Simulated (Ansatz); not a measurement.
Rhombohedral A7 Sb was calculated with PBEsol (Ansatz, a first-principles code, plane waves, PAW).

Run with plane-wave cutoff 520 eV, 16×16×16 k mesh, Fermi–Dirac smearing 0.05 eV, scalar-relativistic PAW data made under PBE.

The volume scan:

```tsv
V (Å³/atom)	E − E_lowest (meV/atom)	P (GPa)
28.596	6.84	1.930
29.192	1.63	0.902
29.787	0.00	0.003
30.383	1.51	-0.792
30.979	5.74	-1.466
```

Problem. Estimate the bulk modulus from the pressures at 29.192 and 30.383 Å³/atom, and compare it with a fit to all energies.

Solution. B = −V dP/dV. Between V = 29.192 and 30.383 Å³/atom, dP/dV = (-0.792 − (0.902))/(30.383 − 29.192) = -1.42 GPa per Å³/atom; at the midpoint 29.788 Å³/atom this gives B ≈ 42.4 GPa. The third-order Birch–Murnaghan fit gives V0 = 29.785 Å³/atom, B0 = 42.0 GPa, B′ = 5.9, which lies within 1 % of that estimate.

Shape and atoms are relaxed at each volume.

Measured, for comparison: bulk modulus 39.5 GPa (copied from a table, unchecked, extrapolated to 0 K and zero-point effects removed; as tabulated in Lejaeghere et al. (2013), arXiv:1204.2733). Computed (rounded) less measured: bulk modulus not scored (unchecked).

Note: the cell comes from a level without a dispersion term, which matters for the spacing of layers, chains or molecules; the bulk modulus comes from volumes at which shape and atoms were relaxed.

Spin–orbit coupling is not included.

Computed values are for the static lattice.
